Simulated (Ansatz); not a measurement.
BeH$_{3}$⁻, singlet in 6-31++G**: errors against full CI

Geometry: a point of a stretch scan, not a stationary point.

| atom | x (Å) | y (Å) | z (Å) |
| --- | --- | --- | --- |
| Be | -0.1471 | -0.0015 | 0.0000 |
| H | 3.0347 | 0.0304 | 0.0000 |
| H | -0.8722 | 1.2258 | -0.0032 |
| H | -0.8474 | -1.2431 | 0.0032 |

Basis 6-31++G** (Cartesian d functions); Ansatz 0.2.0. Correlated methods freeze the noble-gas cores, which leaves 6 electrons in 36 orbitals. Prefix R: restricted or restricted open-shell reference. Active spaces: pair = (2e, 2o) about the gap; valence = (6e, 7o) chosen from the atoms' valence shells.

Full CI is exact within this basis and frozen core; it isn't the basis-set limit.

```
UHF ⟨S²⟩                          : 0.129
T1 diagnostic (RCCSD)             : 0.0355
largest doubles amplitude (RCCSD) : 0.130
```

Question: From what is known of these methods and the diagnostics, rank them by the size of their error in total energy against full CI in 6-31++G**, smallest first (an estimate: the text doesn't fix the numbers).
A. RHF
B. NEVPT2 (valence space)
C. CISD
D. NEVPT2 (pair space)
E. NEVPT4(SD) (valence space)

Answer: E (7.0 kJ/mol), C (17.1 kJ/mol), B (34.7 kJ/mol), D (44.5 kJ/mol), A (248.2 kJ/mol).

All errors are against full CI in 6-31++G**. Within each family the higher level lies nearer, as is usual though not guaranteed.

The full-CI state has the irrep A1 of C2v, in the program's axes.

Natural occupations of full CI about the gap: 1.960 1.957 1.889 0.105 0.020 0.017 0.012 0.010 0.008 0.008; effectively unpaired electrons, Σ n²(2−n)², 0.10.
